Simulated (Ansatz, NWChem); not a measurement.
## How methods differ on C2H2F2 (vinylidene fluoride)

C2H2F2 has 6 atoms, charge 0, and is taken as a singlet. As SMILES, `C=C(F)F`. Geometry: relaxed at PBE0-D4/def2-TZVP.

Quantity: the HOMO–LUMO gap, in eV. The values are calculated.

```tsv
level	kind	program	value (eV)
HF/aug-cc-pVDZ	Hartree–Fock	NWChem	11.73
revPBE/aug-cc-pVDZ	GGA	Ansatz	5.81
PBE0/aug-cc-pVDZ	global hybrid	Ansatz	7.83
CAM-B3LYP/aug-cc-pVDZ	range-separated hybrid	Ansatz	9.58
HSE06/aug-cc-pVDZ	range-separated hybrid	Ansatz	7.16
wB97M-V/aug-cc-pVDZ	range-separated hybrid	Ansatz	10.58
wB97X/aug-cc-pVDZ	range-separated hybrid	Ansatz	11.48
PBE-QIDH/aug-cc-pVDZ	double hybrid	Ansatz	10.47
```

The values span 5.81 to 11.73 eV. Orbital gaps aren't excitation energies, and those of double hybrids come from the SCF part alone; they tend to grow with the share of exact exchange.
